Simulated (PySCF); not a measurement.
**H₂SiS: from structure and modes to constants**

All numbers come from PBE0/[Si def2-TZVP, S def2-TZVP, H def2-TZVP], no relativity, density fitting, PySCF.

The singlet minimum has C2v symmetry. Masses (u): Si 27.97693, S 31.97207, H 1.00782.

```xyz
4
charge 0 multiplicity 1, angstrom
Si    0.0000    0.0000   -0.9722
S     0.0000    0.0000    0.9658
H     1.2162    0.0000   -1.8248
H    -1.2162    0.0000   -1.8248
```

Harmonic wavenumbers (cm⁻¹): 619.6 (b2, ×1), 642.9 (b1, ×1), 739.8 (a1, ×1), 1003.4 (a1, ×1), 2221.9 (a1, ×1), 2234.0 (b2, ×1).

Question: Find the vibrational entropy and heat capacity at 298.15 K.

Answer: With u = 1.43878 ω/T, each mode gives S = R[u/(eᵘ−1) − ln(1−e⁻ᵘ)] and C = R u² eᵘ/(eᵘ−1)².
| ω (cm⁻¹) | u | S (J/(mol K)) | C (J/(mol K)) |
| --- | --- | --- | --- |
| 619.6 | 2.990 | 1.75 | 4.14 |
| 642.9 | 3.102 | 1.60 | 3.94 |
| 739.8 | 3.570 | 1.10 | 3.16 |
| 1003.4 | 4.842 | 0.39 | 1.56 |
| 2221.9 | 10.722 | 0.00 | 0.02 |
| 2234.0 | 10.780 | 0.00 | 0.02 |
The sums over all modes are S = 4.8 and C = 12.8 J/(mol K); the softest mode gives 36 % of the entropy.

Question: Give the standard entropy (298.15 K, 1 bar) by its translational, rotational, vibrational and spin parts, and Cp.

Answer: Sackur–Tetrode with M = 61.96 u gives 160.3; rotation with symmetry number 2 gives 81.9; vibration 4.8; spin R ln 1 = 0.0. The total is 247.1 J/(mol K), and Cp = 4 R + 12.8 = 46.1 J/(mol K).

Other isomers or separated fragments may lie lower.
